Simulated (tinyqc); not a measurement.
Inside a calculation. Method: Pariser-Parr-Pople SCF with singles CI, for the molecule O=CC=C1C=C1 (SMILES; centres numbered as the heavy atoms are written). One step of it, computed by the program tinyqc.

Problem. PPP integrals. Ohno: gamma = 14.399645/sqrt(R^2 + a^2), a = 2 x 14.399645/(gamma_rr + gamma_ss); H_rr = -W_r - sum_(s != r) z_s gamma_rs; H_rs = beta for bonds.

Centres (angstrom, eV; a flat drawing with bonds scaled to 1.40 angstrom):
```
centre          x          y  core charge z          W   gamma_rr
1O      -2.854000  -0.006000              1  17.700000  15.200000
2C      -1.512000   0.393000              1  11.160000  11.130000
3C      -0.496000  -0.569000              1  11.160000  11.130000
4C       0.846000  -0.170000              1  11.160000  11.130000
5C       2.208000  -0.495000              1  11.160000  11.130000
6C       1.809000   0.847000              1  11.160000  11.130000
```

Resonance integrals (eV):
```
i  j       beta
1  2  -2.510000
2  3  -2.390000
3  4  -2.390000
4  5  -2.390000
5  6  -2.390000
6  4  -2.390000
```

Give: repulsion gamma_rs; core matrix H.

Solution.

repulsion gamma_rs (eV), lower triangle:
```
         1O       2C       3C       4C       5C       6C
1O  15.2000
2C   8.1049  11.1300
3C   5.4142   7.5563  11.1300
4C   3.7288   5.2402   7.5537  11.1300
5C   2.7682   3.5665   4.8023   7.5532  11.1300
6C   2.9599   4.0078   4.8020   7.5521   7.5537  11.1300
```

core matrix H (eV), lower triangle:
```
          1O        2C        3C        4C        5C        6C
1O  -40.6759
2C   -2.5100  -39.6357
3C    0.0000   -2.3900  -41.2885
4C    0.0000    0.0000   -2.3900  -42.7880
5C    0.0000    0.0000    0.0000   -2.3900  -37.4039
6C    0.0000    0.0000    0.0000   -2.3900   -2.3900  -38.0356
```
